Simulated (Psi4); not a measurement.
Psi4 input (B3LYP/pcseg-0):

```
memory 8100 MB

molecule {
0 1
H    -0.00000000   -0.00000000   -0.37201156
H     0.00000000    0.00000000    0.37201156
}

set {
  basis pcseg-0
  scf_type df
}

energy('b3lyp')
print_variables()
```

Output:

```
-----------------------------------------------------------------------
          Psi4: An Open-Source Ab Initio Electronic Structure Package
                               Psi4 1.11 release

    D. G. A. Smith, L. A. Burns, A. C. Simmonett, R. M. Parrish,
    M. C. Schieber, R. Galvelis, P. Kraus, H. Kruse, R. Di Remigio,
    A. Alenaizan, A. M. James, S. Lehtola, J. P. Misiewicz, M. Scheurer,
    R. A. Shaw, J. B. Schriber, Y. Xie, Z. L. Glick, D. A. Sirianni,
    J. S. O'Brien, J. M. Waldrop, A. Kumar, E. G. Hohenstein,
    B. P. Pritchard, B. R. Brooks, H. F. Schaefer III, A. Yu. Sokolov,
    K. Patkowski, A. E. DePrince III, U. Bozkaya, R. A. King,
    F. A. Evangelista, J. M. Turney, T. D. Crawford, C. D. Sherrill,
    J. Chem. Phys. 152(18) 184108 (2020). https://doi.org/10.1063/5.0006002

                            Additional Code Authors
    E. T. Seidl, C. L. Janssen, E. F. Valeev, M. L. Leininger,
    J. F. Gonthier, R. M. Richard, H. R. McAlexander, M. Saitow, X. Wang,
    P. Verma, M. H. Lechner, A. Jiang, S. Behnle, A. G. Heide,
    M. F. Herbst, D. L. Poole, T. Győri, E. C. Mitchell, J. P. Pederson,
    and A. M. Wallace

             Previous Authors, Complete List of Code Contributors,
                       and Citations for Specific Modules
    https://github.com/psi4/psi4/blob/master/codemeta.json
    https://github.com/psi4/psi4/graphs/contributors
    https://psicode.org/psi4manual/master/introduction.html#citing-psifour

    -----------------------------------------------------------------------

    Threads:    4
    Addons:     a̶d̶c̶c̶, a̶m̶b̶i̶t̶, b̶s̶e̶, c̶c̶t̶3̶, c̶f̶o̶u̶r̶, c̶h̶e̶m̶p̶s̶2̶, c̶p̶p̶e̶, d̶d̶x̶,
                d̶f̶t̶d̶3̶, d̶f̶t̶d̶4̶, dkh, ecpint, einsums, f̶o̶r̶t̶e̶, gauxc, g̶c̶p̶,
                g̶d̶m̶a̶, g̶e̶o̶m̶e̶t̶r̶i̶c̶, g̶p̶u̶_̶d̶f̶c̶c̶, i̶n̶t̶e̶g̶r̶a̶t̶o̶r̶x̶x̶,
                i̶p̶i̶, l̶i̶b̶e̶f̶p̶, m̶d̶i̶, m̶p̶2̶d̶, m̶r̶c̶c̶, ooo,
                o̶p̶e̶n̶f̶e̶r̶m̶i̶o̶n̶p̶s̶i̶4̶, pcmsolver, p̶s̶i̶4̶f̶o̶c̶k̶c̶i̶, p̶s̶i̶x̶a̶s̶,
                p̶y̶e̶i̶n̶s̶u̶m̶s̶, r̶e̶s̶p̶, s̶i̶m̶i̶n̶t̶, s̶n̶s̶m̶p̶2̶,
                v̶2̶r̶d̶m̶_̶c̶a̶s̶s̶c̶f̶

  ==> Input File <==

--------------------------------------------------------------------------
memory 8100 MB

molecule {
0 1
H    -0.00000000   -0.00000000   -0.37201156
H     0.00000000    0.00000000    0.37201156
}

set {
  basis pcseg-0
  scf_type df
}

energy('b3lyp')
print_variables()
--------------------------------------------------------------------------

   => Libint2 <=

    Primary   basis highest AM E, G, H:  7, 6, 3
    Auxiliary basis highest AM E, G, H:  7, 7, 4
    Onebody   basis highest AM E, G, H:  -, -, -
    Solid Harmonics ordering:            Gaussian

   => Loading Basis Set <=

    Name: PCSEG-0
    Role: ORBITAL
    Keyword: BASIS
    atoms 1-2 entry H          line    13 file pcseg-0.gbs

         ---------------------------------------------------------
                                   SCF
               by Justin Turney, Rob Parrish, Andy Simmonett
                          and Daniel G. A. Smith
                              RKS Reference
                        4 Threads,   7724 MiB Core
         ---------------------------------------------------------

  ==> Geometry <==

    Molecular point group: d2h
    Full point group: D_inf_h

    Geometry (in Angstrom), charge = 0, multiplicity = 1:

       Center              X                  Y                   Z               Mass
    ------------   -----------------  -----------------  -----------------  -----------------
         H            0.000000000000     0.000000000000    -0.372011560000     1.007825032230
         H            0.000000000000     0.000000000000     0.372011560000     1.007825032230

  Running in d2h symmetry.

  Rotational constants: A = ************  B =     60.43221  C =     60.43221 [cm^-1]
  Rotational constants: A = ************  B = 1811712.12794  C = 1811712.12794 [MHz]
  Nuclear repulsion =    0.711237589861455

  Charge       = 0
  Multiplicity = 1
  Electrons    = 2
  Nalpha       = 1
  Nbeta        = 1

  ==> Algorithm <==

  SCF Algorithm Type is DF.
  DIIS enabled.
  MOM disabled.
  Fractional occupation disabled.
  Guess Type is SAD.
  Energy threshold   = 1.00e-06
  Density threshold  = 1.00e-06
  Integral threshold = 1.00e-12

  ==> Primary Basis <==

  Basis Set: PCSEG-0
    Blend: PCSEG-0
    Number of shells: 4
    Number of basis functions: 4
    Number of Cartesian functions: 4
    Spherical Harmonics?: true
    Max angular momentum: 0

  ==> DFT Potential <==

   => LibXC <=

    Version 7.1.2
    S. Lehtola, C. Steigemann, M. J. T. Oliveira, and M. A. L. Marques,  SoftwareX 7, 1–5 (2018) (10.1016/j.softx.2017.11.002)

   => Composite Functional: B3LYP <=

    B3LYP Hyb-GGA Exchange-Correlation Functional

    P. J. Stephens, F. J. Devlin, C. F. Chabalowski, and M. J. Frisch,  J. Phys. Chem. 98, 11623 (1994) (10.1021/j100096a001)

    Deriv               =              1
    GGA                 =           TRUE
    Meta                =          FALSE

    Exchange Hybrid     =           TRUE
    MP2 Hybrid          =          FALSE

   => Exchange Functionals <=

    0.0800   Slater exchange
    0.7200         Becke 88

   => Exact (HF) Exchange <=

    0.2000               HF

   => Correlation Functionals <=

    0.1900   Vosko, Wilk & Nusair (VWN5_RPA)
    0.8100   Lee, Yang & Parr

   => LibXC Density Thresholds  <==

    XC_HYB_GGA_XC_B3LYP:  1.00E-15

   => Molecular Quadrature <=

    Radial Scheme          =       TREUTLER
    Pruning Scheme         =           NONE
    Nuclear Scheme         =       TREUTLER

    Blocking Scheme        =         OCTREE
    BS radius alpha        =              1
    Pruning alpha          =              1
    Radial Points          =             75
    Spherical Points       =            302
    Total Points           =          44640
    Total Blocks           =            392
    Max Points             =            256
    Max Functions          =              4
    Weights Tolerance      =       1.00E-15

   => Loading Basis Set <=

    Name: (PCSEG-0 AUX)
    Role: JKFIT
    Keyword: DF_BASIS_SCF
    atoms 1-2 entry H          line    18 file def2-universal-jkfit.gbs

  ==> Integral Setup <==

  DFHelper Memory: AOs need 0.000 GiB; user supplied 5.652 GiB.
  SCF_SUBTYPE=INCORE selected. In-core MEM_DF algorithm will be used.
  Using in-core AOs.

  ==> MemDFJK: Density-Fitted J/K Matrices <==

    J tasked:                   Yes
    K tasked:                   Yes
    wK tasked:                   No
    OpenMP threads:               4
    Algorithm:                 Core
    Schwarz Cutoff:           1E-12
    Mask sparsity (%):       0.0000
    Fitting Condition:        1E-10

   => Auxiliary Basis Set <=

  Basis Set: (PCSEG-0 AUX)
    Blend: DEF2-UNIVERSAL-JKFIT
    Number of shells: 12
    Number of basis functions: 36
    Number of Cartesian functions: 40
    Spherical Harmonics?: true
    Max angular momentum: 2

  Cached 100.0% of DFT collocation blocks in 0.005 [GiB].

  Minimum eigenvalue in the overlap matrix is 3.2817080336E-01.
  Reciprocal condition number of the overlap matrix is 1.9629445641E-01.
    Using symmetric orthogonalization.

  ==> Pre-Iterations <==

  SCF Guess: Superposition of Atomic Densities via on-the-fly atomic UHF (no occupation information).

   -------------------------
    Irrep   Nso     Nmo
   -------------------------
     Ag         2       2
     B1g        0       0
     B2g        0       0
     B3g        0       0
     Au         0       0
     B1u        2       2
     B2u        0       0
     B3u        0       0
   -------------------------
    Total       4       4
   -------------------------

  ==> Iterations <==

                           Total Energy        Delta E     RMS |[F,P]|

   @DF-RKS iter SAD:    -0.94451246204893   -9.44512e-01   0.00000e+00
   @DF-RKS iter   1:    -1.16554518629319   -2.21033e-01   2.12977e-02 ADIIS/DIIS
   @DF-RKS iter   2:    -1.16894804221800   -3.40286e-03   3.81544e-03 ADIIS/DIIS
   @DF-RKS iter   3:    -1.16905900616312   -1.10964e-04   2.55151e-05 DIIS
   @DF-RKS iter   4:    -1.16905901113523   -4.97210e-09   8.61041e-10 DIIS
  Energy and wave function converged.

  ==> Post-Iterations <==

   Electrons on quadrature grid:
      Ntotal   =    1.9999999998 ; deviation = -2.383e-10

    Orbital Energies [Eh]
    ---------------------

    Doubly Occupied:

       1Ag    -0.435498

    Virtual:

       1B1u    0.078965     2Ag     0.454120     2B1u    0.932665

    Final Occupation by Irrep:
             Ag   B1g   B2g   B3g    Au   B1u   B2u   B3u
    DOCC [     1,    0,    0,    0,    0,    0,    0,    0 ]
    NA   [     1,    0,    0,    0,    0,    0,    0,    0 ]
    NB   [     1,    0,    0,    0,    0,    0,    0,    0 ]

  @DF-RKS Final Energy:    -1.16905901113523

   => Energetics <=

    Nuclear Repulsion Energy =              0.7112375898614546
    One-Electron Energy =                  -2.4796673253076715
    Two-Electron Energy =                   1.1661098514072115
    DFT Exchange-Correlation Energy =      -0.5667391270962199
    Empirical Dispersion Energy =           0.0000000000000000
    VV10 Nonlocal Energy =                  0.0000000000000000
    Total Energy =                         -1.1690590111352255

Computation Completed

Properties will be evaluated at   0.000000,   0.000000,   0.000000 [a0]

Properties computed using the SCF density matrix

 Multipole Moments:

 ------------------------------------------------------------------------------------
     Multipole            Electronic (a.u.)      Nuclear  (a.u.)        Total (a.u.)
 ------------------------------------------------------------------------------------

 L = 1.  Multiply by 2.5417464519 to convert [e a0] to [Debye]
 Dipole X            :          0.0000000            0.0000000            0.0000000
 Dipole Y            :          0.0000000            0.0000000            0.0000000
 Dipole Z            :          0.0000000            0.0000000            0.0000000
 Magnitude           :                                                    0.0000000

 ------------------------------------------------------------------------------------

  Variable Map:
  ----------------------------------------------------------------------------
  "CURRENT ENERGY"              =>      -1.169059011135
  "CURRENT REFERENCE ENERGY"    =>      -1.169059011135
  "DD SOLVATION ENERGY"         =>       0.000000000000
  "DFT FUNCTIONAL TOTAL ENERGY" =>      -1.169059011135
  "DFT TOTAL ENERGY"            =>      -1.169059011135
  "DFT VV10 ENERGY"             =>       0.000000000000
  "DFT XC ENERGY"               =>      -0.566739127096
  "GRID ELECTRONS ALPHA"        =>       0.999999999881
  "GRID ELECTRONS BETA"         =>       0.999999999881
  "GRID ELECTRONS TOTAL"        =>       1.999999999762
  "NUCLEAR REPULSION ENERGY"    =>       0.711237589861
  "ONE-ELECTRON ENERGY"         =>      -2.479667325308
  "PCM POLARIZATION ENERGY"     =>       0.000000000000
  "PE ENERGY"                   =>       0.000000000000
  "SCF ITERATION ENERGY"        =>      -1.169059011135
  "SCF ITERATIONS"              =>       4.000000000000
  "SCF TOTAL ENERGY"            =>      -1.169059011135
  "TWO-ELECTRON ENERGY"         =>       1.166109851407
  "XC GRID RADIAL POINTS"       =>      75.000000000000
  "XC GRID SPHERICAL POINTS"    =>     302.000000000000
  "XC GRID TOTAL POINTS"        =>   44640.000000000000

  Array Variable Map:
  ----------------------------------------------------------------------------
  "CURRENT DIPOLE"              =>       0.000000000000 ... 0.000000000000 1 by 3
  "SCF DIPOLE"                  =>       0.000000000000 ... 0.000000000000 1 by 3
  "SCF TOTAL ENERGIES"          =>      -0.944512462049 ... -1.169059011135 1 by 5

*** Psi4 exiting successfully. Buy a developer a beer!
```
